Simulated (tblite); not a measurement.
What does the GFN2-xTB structure of `F/C=C\C=C\F` look like in three dimensions?

```
atom  x, y, z in Å
F1    -1.8922   -0.2624    1.6067
C2    -1.8196    0.0048    0.2952
C3    -0.6600    0.0959   -0.3493
C4     0.6263   -0.0793    0.2782
C5     1.7675    0.0171   -0.3939
F6     2.9535   -0.1487    0.2045
H7    -2.7963    0.1306   -0.1461
H8    -0.6816    0.3140   -1.4054
H9     0.6419   -0.2968    1.3363
H10    1.8694    0.2296   -1.4488
```

Orientation and origin are arbitrary. Atoms count from 1 in this order. The C–C distances run from 1.328 Å (C4=C5, drawn double) to 1.442 Å (C3–C4, drawn single), a spread of 0.114 Å. The 6 heavy atoms lie in one plane (0.000 Å rms). Of the pairs four or more bonds apart, F1···H9 is among the closest relative to their van der Waals radii: 2.55 Å, 95 % of the sum of Bondi's values.

Bonds between heavy atoms (Å): F1–C2 1.340, C2=C3 1.330, C3–C4 1.442, C4=C5 1.328, C5–F6 1.339.

The geometry is computed with GFN2-xTB (gas phase).

Point group: Cs (every atom within 0.08 Å of its image). Its GFN2-xTB frequencies are all real (lowest 125 cm⁻¹). The numbers are those of one conformer (C2–C3–C4–C5 180°).

Hardware: an Arm Neoverse N1 with one thread, no GPU, shared host. Cost: 0.19 s wall. This is the geometry optimisation.
